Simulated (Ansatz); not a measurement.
```yaml
crystal:
  periodic: [false, false, false]
  atoms:
    - {symbol: N, position_ang: [-0.225668, 1.288804, -0.575677]}
    - {symbol: C, position_ang: [0.496770, 0.102829, -0.193413]}
    - {symbol: C, position_ang: [-0.164140, -1.202160, 0.115746]}
    - {symbol: C, position_ang: [0.263458, -0.515532, 1.129861]}
    - {symbol: H, position_ang: [-0.244909, 1.393170, -1.582985]}
    - {symbol: H, position_ang: [-1.184138, 1.240025, -0.251314]}
    - {symbol: H, position_ang: [1.503920, 0.115163, -0.611274]}
    - {symbol: H, position_ang: [-0.695070, -2.068036, -0.247915]}
    - {symbol: H, position_ang: [0.338277, -0.400663, 2.199973]}
basis:
  gaussian: {orbitals: def2-SVPD}
total_charge: -1
magnetization: {spin_polarized: true, initial_magnetization: 1}
hamiltonian: {xc: {name: wB97M-V}}
output: {forces: true}
```

```sh
$ ansatz run in.yaml --threads 2 --pin off --events-out ev --progress --plain --max-ram 4352MiB
```

It prints (some lines left out):

```
Functional definition: wB97M-V
1002 factors; their error is unknown
398 factors; integrals over basis functions are off by at most 4.5e-6 eV
mean field evaluation 1: about -4669.8904 eV, gradient 2.1e1 eV
mean field evaluation 2: about -4670.8245 eV, gradient 1.8e1 eV
mean field evaluation 4: about -4672.2843 eV, gradient 7.6e-1 eV
mean field evaluation 8: about -4672.2930 eV, gradient 5.7e-2 eV
mean field evaluation 16: about -4672.2490 eV, gradient 8.0e-3 eV
mean field evaluation 32: about -4672.2490 eV, gradient 7.9e-4 eV
mean field -4672.24902919 eV, -171.7019848586 hartree, gradient 1.4e-6 eV, S^2 0.753326; 6 other end points of the search recorded, 0 dependent functions left out
reference -4672.24907879 eV, -171.7019866814 hartree; 16, 15 occupied and 104, 105 virtual orbitals, 1002 factors
Total energy: -4672.24907879 eV, -171.7019866814 hartree
Atom 0 at    -0.225668     1.288804    -0.575677 Å, force    -0.051743     1.186441    -0.209584 eV/Å
Atom 1 at     0.496770     0.102829    -0.193413 Å, force    -0.087954    -1.051598     0.831417 eV/Å
Atom 2 at    -0.164140    -1.202160     0.115746 Å, force    -1.815736    -2.970033    -4.358069 eV/Å
Atom 3 at     0.263458    -0.515532     1.129861 Å, force     1.742295     2.948796     4.284433 eV/Å
Atom 4 at    -0.244909     1.393170    -1.582985 Å, force    -0.134123    -0.083757    -0.339494 eV/Å
Atom 5 at    -1.184138     1.240025    -0.251314 Å, force    -0.120427    -0.234201     0.135525 eV/Å
Atom 6 at     1.503920     0.115163    -0.611274 Å, force     0.435278     0.124798    -0.258959 eV/Å
Atom 7 at    -0.695070    -2.068036    -0.247915 Å, force    -0.119453    -0.118369    -0.325745 eV/Å
Atom 8 at     0.338277    -0.400663     2.199973 Å, force     0.151861     0.197923     0.240476 eV/Å
Dipole moment:    -0.243120     0.390571    -0.380791 e Å
```

Run time 54 s (2 threads of an Arm Neoverse V1 on a shared host); peak host memory 0.52 GiB.
